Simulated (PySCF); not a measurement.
# Electric field gradients and quadrupole coupling constants

Compound: C4H4S.
SMILES with atom numbers: `[CH2:1]=[CH:2][CH:3]=[C:4]=[S:5]` (hydrogens: H6, H7 on C1; H8 on C2; H9 on C3)

Structure used (GFN2-xTB), in Å, numbered top down from 1:
```xyz
9
C4H4S angstrom
C     -1.6591   -0.0113   -0.1898
C     -0.3766    0.2869   -0.3748
C      0.6938   -0.2890    0.4086
C      1.9608   -0.0154    0.2524
S      3.4685    0.3150    0.0644
H     -2.4306    0.4357   -0.7910
H     -1.9795   -0.7095    0.5655
H     -0.0775    0.9910   -1.1387
H      0.4137   -0.9974    1.1783
```

Field gradients from the PBE0/pcSseg-1 density (PySCF, non-relativistic), principal values in atomic units, ordered |Vxx| ≤ |Vyy| ≤ |Vzz|:

```csv
atom,Vxx,Vyy,Vzz
S5,1.0039,1.0946,-2.0986
```

Task: Find the asymmetry η = (Vxx − Vyy)/Vzz and the couplings χ = eQV/h (234.96 MHz × Q in barn × V in au), with Q(33S) = −0.0678 b.

Result: 
```tsv
atom	environment	nucleus	η	χzz (MHz)	χxx (MHz)	χyy (MHz)
S5	sulfur bonded to C	33S	0.04	33.43	-15.99	-17.44
```

The gradient is axial or nearly so (η below 0.05) at S5. 

Task: What is Vzz at S5 in SI units (1 au = 9.71736 × 10²¹ V/m²)?

Result: -2.0986 au = -20.393 × 10²¹ V/m².

Task: And the gradient at the other heavy atoms, for which no coupling is worked out here?

Result: 
```json
{"atom": "C1", "environment": "terminal =CH2 carbon", "Vzz (au)": "0.268", "η": "0.35"}
{"atom": "C2", "environment": "alkene CH carbon", "Vzz (au)": "0.287", "η": "0.83"}
{"atom": "C3", "environment": "outer carbon of cumulated double bonds", "Vzz (au)": "0.045", "η": "0.08"}
{"atom": "C4", "environment": "central carbon of cumulated double bonds", "Vzz (au)": "0.580", "η": "0.68"}
```

Task: What couplings would deuterons (Q(2H) = 0.00286 b) have in place of the hydrogens, at this geometry?

Result: 
| atom | bonded to | bond length (Å) | Vzz (au) | η | χzz (kHz) |
| --- | --- | --- | --- | --- | --- |
| H6 | C1 | 1.075 | 0.3405 | 0.06 | 229 |
| H7 | C1 | 1.077 | 0.3368 | 0.07 | 226 |
| H8 | C2 | 1.081 | 0.3230 | 0.08 | 217 |
| H9 | C3 | 1.083 | 0.3267 | 0.10 | 220 |

Geometry: GFN2-xTB, one conformer, isolated molecule. GFN2-xTB bond lengths can be off by several hundredths of an ångström, more for odd bonds, and the gradients follow them. A larger basis could move these couplings by a tenth or more.
